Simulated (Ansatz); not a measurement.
**Relaxing BaAl2Os**

All numbers below come from Ansatz, DFT PBE, scalar-relativistic, plane waves, PAW. Cutoff 420 eV, Γ-centred k mesh, Gaussian smearing, no spin polarisation in the final step.

A relaxed cell is given with its space group left out.

```xyz
4
Lattice="2.1809 1.2591 5.9829 -2.1809 1.2591 5.9829 0.0000 -2.5183 5.9829" Properties=species:S:1:pos:R:3 pbc="T T T"
Ba    0.0000    0.0000    0.0000
Al    0.0000    0.0000    3.4642
Al    0.0000    0.0000   14.4844
Os    0.0000    0.0000    8.9743
```

The zero of energy is the elements' standard structures at the same level; no fitted shifts are applied.

(1) What space group does it have?

(2) What is its formation energy per atom?

(3) Is it a metal?

## Answers

(1) R-3m (No. 166). Conventional cell: a = 4.362 Å, c = 17.949 Å. Ba is coordinated by 8 Al at 3.46–3.56 Å and 6 Os at 3.91 Å (next Ba at 4.36 Å); Al has 3 Os at 2.56 Å and 3 Al at 2.69 Å; around Os lie 6 Al at 2.56 Å.

(2) -0.19 eV/atom.

(3) Yes, bands cross the Fermi level on the 12×12×12 mesh.

The final run used a 12×12×12 mesh on its 4-atom cell and 0.10 eV smearing. For metals, differences of a few meV/atom aren't resolved. Spin–orbit coupling is left out. The cell came from a trial start, so BaAl2Os may not exist in this structure.

Cost: 3 runs of about 2.7 core-minutes in all, on Arm Neoverse V1 (shared hosts).